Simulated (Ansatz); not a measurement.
# HNSi2: the cost of one run

Program: Ansatz 0.2.0, Gaussian basis. Level of theory: cc-pVTZ, core rule «outside noble gas», up to 11 orbitals frozen. These are calculated values, not measurements.

Plan: UHF; CCSD(T) on RHF; CCSD(T) on UHF; BCCD(T) on RHF; CCSDT(Q) on RHF.

## Step 1: What is computed

The geometry is a PBE0/def2-TZVP stationary point (not a proven minimum).

4 atoms, charge 0, spin multiplicity 1.

Atoms are counted from 1 here; the program's logs count them from 0.

Bond lengths: Si1–N2 1.577 Å, N2–Si3 1.705 Å, Si3–H4 1.537 Å. Angles: Si1–N2–Si3 170.7°, N2–Si3–H4 97.0°.

Coordinates:

```xyz
4
HNSi2
Si    0.0000    0.0121    1.6512
N     0.0000    0.0883    0.0758
Si    0.0000   -0.1060   -1.6180
H     0.0000    1.3880   -1.9784
```

## Step 2: UHF

in.yaml

```yaml
crystal:
  periodic: [false, false, false]
  atoms:
    - {symbol: Si, position_ang: [0.000000, 0.012115, 1.651201]}
    - {symbol: N, position_ang: [0.000000, 0.088287, 0.075829]}
    - {symbol: Si, position_ang: [0.000000, -0.105959, -1.618018]}
    - {symbol: H, position_ang: [0.000000, 1.388038, -1.978355]}
basis:
  gaussian: {orbitals: cc-pVTZ}
magnetization: {spin_polarized: true, initial_magnetization: 0}
hamiltonian: {xc: hf}
output: {orbitals: {seedname: orbitals}}
```

The run is started by

```
ansatz run in.yaml --threads 1 --pin off --events-out ev --progress --plain --max-ram 4096MiB --backend cpu
```

What time and memory should one allow on 1 thread of AMD EPYC 7R13, shared host?

About 11 s, with a peak of 0.32 GiB.
